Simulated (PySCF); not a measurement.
Computed spin Hamiltonian

Species: C₄H₈S₂ (charge -1 and doublet state).
Cartesian coordinates in Å at the GFN2-xTB level; atoms count from 1:
```
atom  x, y, z in Å
C1    -1.9887    0.3875    0.8453
C2    -1.4380   -0.2727   -0.4002
S3    -0.0498    0.7493   -1.1304
C4     1.2537    0.3705   -0.0257
C5     2.3612   -0.4555   -0.6040
S6     1.4693    1.1782    1.4453
H7    -2.7186   -0.2548    1.3437
H8    -2.4628    1.3342    0.5908
H9    -1.1677    0.5915    1.5313
H10   -1.0161   -1.2538   -0.1756
H11   -2.1886   -0.3654   -1.1877
H12    2.9937    0.1229   -1.2899
H13    2.9947   -0.8298    0.2015
H14    1.9570   -1.3027   -1.1666
```

The hyperfine couplings belong to this conformer and change with its torsions.

As a line formula: `CCS[C](C)[S-]` [radical] (charge -1).

The calculation used UKS B3LYP, pcH-1 on C H S, non-relativistic, mean-field spin-orbit, GIAO (PySCF). Whether the extra electron is bound in the gas phase wasn't checked; a finite basis holds it in any case. Couplings are sensitive to structure, and on GFN2-xTB geometries they can be far from those on DFT ones, by a factor of two or more for some ions and for spin on atoms past the first row. No stability test was run, so a lower SCF solution isn't excluded.

```
g1, g2, g3                      : 2.00156, 2.00872, 2.01518
g_iso                           : 2.00849
Form of g                       : rhombic: the two nearest values differ by 47 % of g3 − g1
⟨S²⟩                            : 0.7543 (exact 0.7500)
α and β electrons               : 33, 32
HOMO–LUMO gap, α and β orbitals : 3.76, 3.80 eV
Total energy                    : -953.65328 Eh
```

Hyperfine couplings atom by atom, in MHz; T1 to T3 are the principal values of the dipolar part:

| atom | isotope | a_iso | of which spin–orbit | T1 | T2 | T3 | Mulliken spin population |
| --- | --- | --- | --- | --- | --- | --- | --- |
| C1 | 13C | -2.9 | 0.0 | -0.7 | -0.5 | 1.2 | 0.00 |
| C2 | 13C | 94.2 | 0.0 | -6.0 | -5.7 | 11.7 | 0.06 |
| S3 | 33S | 4.9 | 0.0 | -4.4 | -0.1 | 4.5 | 0.00 |
| C4 | 13C | 84.1 | 0.3 | -53.1 | -52.1 | 105.2 | 0.55 |
| C5 | 13C | -22.1 | 0.0 | -1.3 | -0.6 | 1.9 | -0.05 |
| S6 | 33S | 5.0 | 0.3 | -35.4 | -31.2 | 66.6 | 0.37 |
| H7 | 1H | 5.0 | 0.0 | -1.1 | -0.7 | 1.8 | 0.00 |
| H8 | 1H | 0.0 | 0.0 | -1.3 | -0.8 | 2.1 | 0.00 |
| H9 | 1H | 1.7 | 0.0 | -3.5 | -0.5 | 4.0 | 0.00 |
| H10 | 1H | -4.6 | 0.0 | -5.2 | -0.2 | 5.4 | 0.00 |
| H11 | 1H | 4.6 | 0.0 | -3.5 | -2.0 | 5.5 | 0.01 |
| H12 | 1H | 77.0 | 0.0 | -3.3 | -2.8 | 6.1 | 0.04 |
| H13 | 1H | 13.3 | 0.0 | -3.4 | -2.9 | 6.3 | 0.01 |
| H14 | 1H | 26.6 | 0.0 | -3.7 | -3.2 | 6.9 | 0.01 |

The largest Mulliken spin populations are on C4 (+0.55) and S6 (+0.37). The angles at C4 add up to 358.3°, so it is nearly planar.

C4, the radical centre as drawn in `CCS[C](C)[S-]`, holds a spin population of +0.55 out of 1.

Axes: g3 points within 6° of the C4–S6 bond.

Under fast tumbling the dipolar parts average out, and these isotropic splittings remain: 3 × 1H (H12/H13/H14, I = 1/2, 4 lines) with 1.39 mT and 3 × 1H (H7/H8/H9, I = 1/2, 4 lines) with 0.08 mT.

Nuclei that the bonding pattern makes equivalent are averaged, as if the motion that swaps them (rotation, inversion, ring flip) were fast. The three 1H nuclei of mean +39.0 MHz run from 13.3 to 77.0 MHz in the frozen geometry. The three 1H nuclei of mean +2.2 MHz run from 0.0 to 5.0 MHz in the frozen geometry.

The 13C coupling of C2 (94.2 MHz) shows only in satellite lines or after enrichment, since that isotope makes up about 1.07 % of natural carbon.
